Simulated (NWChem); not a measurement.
System: SiH$_{3}$ cation

Input file for NWChem:

```
start job
memory heap 200 mb stack 900 mb global 1100 mb
charge 1
geometry units angstroms noautosym nocenter noautoz
  Si     0.000000     0.000000     0.000000
  H      1.193346    -0.894765     0.000000
  H     -1.371563    -0.586085     0.000000
  H      0.178217     1.480851     0.000000
end
basis spherical
  Si library sadlej_pvtz
  H library sadlej_pvtz
end
dft
  xc pbe0
  iterations 150
end
property
  response 1 0.0428
end
task dft property
```

Geometry: optimised at PBE-D3(BJ)/def2-SVP.

Field at 1065 nm.

### Question
Predict the main results of this run. (PBE0/Sadlej pVTZ.) Quantities: isotropic polarisability (bohr³); anisotropy (bohr³).

### Answer
The isotropic polarisability (bohr³) is 21.2 and the anisotropy (bohr³) is 6.3.
